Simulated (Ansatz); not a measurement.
Reaction: CH6SSi (methylsulfanylsilane, SMILES CS[SiH3]) → SiH3 (SMILES [SiH3], doublet) + CH3S (SMILES C[S], doublet) (the S-Si bond breaks)
Each species at its own B3LYP-D3(BJ)/def2-TZVP minimum (Ansatz, a first-principles code).

Quantity: bond dissociation energy (electronic), in kcal/mol. Open shells are spin-unrestricted; no spin-orbit coupling. CBS(X,Y): correlation extrapolated as X^-3, Hartree-Fock from the larger set. A bracket is a step between two methods taken in the basis named. Functionals run without relativity, which enters their misses. Double hybrids freeze cores in their MP2 part. '+ core + X2C': CCSD(T) terms for core correlation (cc-pwCVTZ, 1s frozen past Ne) and scalar relativity (cc-pVTZ-DK).

CCSD(T)/CBS(cc-pV(T+d)Z,cc-pV(Q+d)Z) + [CCSDT(Q) - CCSD(T)]/cc-pV(D+d)Z + core + X2C (Ansatz) gives 88.6 kcal/mol.

Q: What does PBE/def2-TZVPD (Ansatz) give here, and how do the other levels compare?

A: PBE gives 83.1 kcal/mol, 5.5 kcal/mol below it. Differences of the others: B3LYP/def2-TZVPD (Ansatz) -8.9; PBE0/def2-TZVPD (Ansatz) -5.3; wB97M-V/def2-TZVPD (Ansatz) -0.3; B2PLYP/def2-TZVPD (Ansatz) -5.5; CCSD(T)/CBS(cc-pV(T+d)Z,cc-pV(Q+d)Z) + core + X2C (Ansatz) -0.1 kcal/mol. Nearer than PBE: PBE0/def2-TZVPD, wB97M-V/def2-TZVPD, CCSD(T)/CBS(cc-pV(T+d)Z,cc-pV(Q+d)Z) + core + X2C.
